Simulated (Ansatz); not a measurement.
The input, for Ansatz 0.2.0:

```yaml
crystal:
  periodic: [false, false, false]
  atoms:
    - {symbol: W, position_ang: [0.000000, 0.000000, 0.000000]}
    - {symbol: H, position_ang: [-0.007297, 1.280271, 1.274036]}
    - {symbol: H, position_ang: [-0.009498, -1.274056, 1.280237]}
    - {symbol: H, position_ang: [0.009498, 1.274056, -1.280237]}
    - {symbol: H, position_ang: [0.007297, -1.280271, -1.274036]}
basis:
  gaussian: {orbitals: def2-SVP}
magnetization: {spin_polarized: true, initial_magnetization: 8}
correlation: {method: ccsd_t, electrons: all}
```

```sh
$ ansatz run in.yaml --threads 1 --pin off --events-out ev --progress --plain --max-ram 2393MiB
```

(1) Roughly how long does this take on 1 thread of Arm Neoverse V2, shared host, and how much host memory?

```
529 factors; integrals over basis functions are off by at most 1.1e-3 eV
mean field evaluation 1: about -1856.2990 eV, gradient 9.3e0 eV
mean field evaluation 2: about -1856.7548 eV, gradient 9.1e0 eV
mean field evaluation 4: about -1857.7383 eV, gradient 9.8e-1 eV
mean field evaluation 8: about -1857.7582 eV, gradient 1.8e-4 eV
mean field evaluation 16: about -1856.9252 eV, gradient 1.5e0 eV
mean field evaluation 32: about -1857.3384 eV, gradient 9.9e-1 eV
mean field evaluation 64: about -1857.3746 eV, gradient 4.3e0 eV
mean field evaluation 96: about -1857.7117 eV, gradient 9.0e-1 eV
mean field evaluation 128: about -1856.9745 eV, gradient 1.4e-2 eV
mean field evaluation 160: about -1855.0274 eV, gradient 5.0e-4 eV
mean field evaluation 192: about -1854.6010 eV, gradient 7.4e-4 eV
mean field evaluation 224: about -1854.5406 eV, gradient 7.1e-3 eV
mean field evaluation 256: about -1856.1236 eV, gradient 7.4e-3 eV
mean field evaluation 288: about -1855.0274 eV, gradient 2.1e-3 eV
mean field evaluation 320: about -1854.4329 eV, gradient 3.7e0 eV
mean field evaluation 352: about -1855.0274 eV, gradient 5.0e-4 eV
mean field -1857.75819429 eV, -68.2713544065 hartree, gradient 2.5e-6 eV, S^2 20.031792; 16 other end points of the search recorded, 0 dependent functions left out
determinant -1857.75819429 eV, -68.2713544065 hartree, with singles and doubles -1864.60950720 eV, -68.5231355120 hartree
determinant -1856.97447971 eV, -68.2425534268 hartree, with singles and doubles -1863.74612147 eV, -68.4914066717 hartree
determinant -1856.12355864 eV, -68.2112826542 hartree, with singles and doubles -1863.13724323 eV, -68.4690308088 hartree
determinant -1855.02739134 eV, -68.1709992490 hartree, with singles and doubles -1861.77640449 eV, -68.4190209075 hartree
determinant -1854.60102527 eV, -68.1553305850 hartree, with singles and doubles -1861.54739512 eV, -68.4106049684 hartree
determinant -1854.58517758 eV, -68.1547481932 hartree, with singles and doubles -1861.50073054 eV, -68.4088900770 hartree
determinant -1854.54063222 eV, -68.1531111811 hartree, with singles and doubles -1861.80318036 eV, -68.4200049026 hartree
reference -1857.75819429 eV, -68.2713544065 hartree; 13, 5 occupied and 39, 47 virtual orbitals, 529 factors
second order -6.55748504 eV of doubles, -0.00000000 eV of singles
cycle   1  -6.85140145 eV  change   -8.9e-5 eV  update   5.6e-4
cycle   2  -6.85161764 eV  change   -2.2e-4 eV  update   3.5e-4
cycle   3  -6.85162382 eV  change   -6.2e-6 eV  update   1.1e-4
cycle   4  -6.85163601 eV  change   -1.2e-5 eV  update   3.9e-5
cycle   5  -6.85171184 eV  change   -7.6e-5 eV  update   1.1e-5
cycle   6  -6.85171898 eV  change   -7.1e-6 eV  update   2.9e-6
perturbative correction -0.19474641 eV, -0.0071567986 hartree
Total energy: -1864.80465968 eV, -68.5303072332 hartree
```

## Answers

(1) 11 s wall and 0.2 GiB.
